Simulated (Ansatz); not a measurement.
A run on C₂H₄O₂S (`O=C(S)CO`) with other settings.

```yaml
crystal:
  periodic: [false, false, false]
  atoms:
    - {symbol: O, position_ang: [-0.604143, 1.389434, -0.287983]}
    - {symbol: C, position_ang: [-0.144105, 0.450119, 0.304419]}
    - {symbol: S, position_ang: [0.087705, 0.401162, 2.059962]}
    - {symbol: C, position_ang: [0.291909, -0.802535, -0.421644]}
    - {symbol: O, position_ang: [0.046043, -0.699948, -1.784257]}
    - {symbol: H, position_ang: [-0.388986, 1.642547, 2.245650]}
    - {symbol: H, position_ang: [1.361509, -0.954739, -0.218006]}
    - {symbol: H, position_ang: [-0.242999, -1.657630, 0.013422]}
    - {symbol: H, position_ang: [-0.318533, 0.185292, -1.928761]}
basis:
  gaussian: {orbitals: aug-pcseg-2}
magnetization: {spin_polarized: true, initial_magnetization: 2}
hamiltonian: {xc: {name: B2GP-PLYP}}
output: {forces: true}
```

```sh
$ ansatz run in.yaml --threads 2 --pin off --events-out ev --progress --plain --max-ram 4352MiB
```

Shortened log:

```
Functional definition: B2GP-PLYP
2031 factors; integrals over basis functions are off by at most 9.1e-4 eV
mean field evaluation 1: about -17037.0119 eV, gradient 4.2e1 eV
mean field evaluation 2: about -17037.1858 eV, gradient 4.2e1 eV
mean field evaluation 4: about -17042.9776 eV, gradient 2.0e1 eV
mean field evaluation 8: about -17045.0260 eV, gradient 1.1e0 eV
mean field evaluation 16: about -17045.1076 eV, gradient 1.3e-1 eV
mean field evaluation 32: about -17045.9140 eV, gradient 5.1e-1 eV
mean field -17045.92470856 eV, -626.4261788967 hartree, gradient 2.5e-6 eV, S^2 2.017240; 4 other end points of the search recorded, 0 dependent functions left out
9 core orbitals not correlated: weight in the atoms' cores, before any rotation towards them, 1.000 or more for the frozen orbitals, at most 0.000 for the correlated occupied ones
reference -17045.92485639 eV, -626.4261843295 hartree; 16, 14 occupied and 301, 303 virtual orbitals, 2031 factors
second order -28.76029168 eV of doubles, -0.00000000 eV of singles
Total energy: -17056.27856139 eV, -626.8066759704 hartree
Atom 0 at    -0.604143     1.389434    -0.287983 Å, force    -2.518802     5.353357    -2.725761 eV/Å
Atom 1 at    -0.144105     0.450119     0.304419 Å, force     2.485662    -5.244481     3.234044 eV/Å
Atom 2 at     0.087705     0.401162     2.059962 Å, force    -0.241172     0.581677     0.012013 eV/Å
Atom 3 at     0.291909    -0.802535    -0.421644 Å, force     0.332734    -0.402568     0.665453 eV/Å
Atom 4 at     0.046043    -0.699948    -1.784257 Å, force    -0.333364     0.588583    -0.600479 eV/Å
Atom 5 at    -0.388986     1.642547     2.245650 Å, force     0.090119    -0.150721     0.188623 eV/Å
Atom 6 at     1.361509    -0.954739    -0.218006 Å, force    -0.075350    -0.027117    -0.191924 eV/Å
Atom 7 at    -0.242999    -1.657630     0.013422 Å, force     0.014759     0.042673    -0.180617 eV/Å
Atom 8 at    -0.318533     0.185292    -1.928761 Å, force     0.245412    -0.741403    -0.401353 eV/Å
Dipole moment:    -0.004468     0.131674     0.293490 e Å
```

Run time 2.9 min (2 threads of an Arm Neoverse V2 on a shared host); peak host memory 2 GiB.
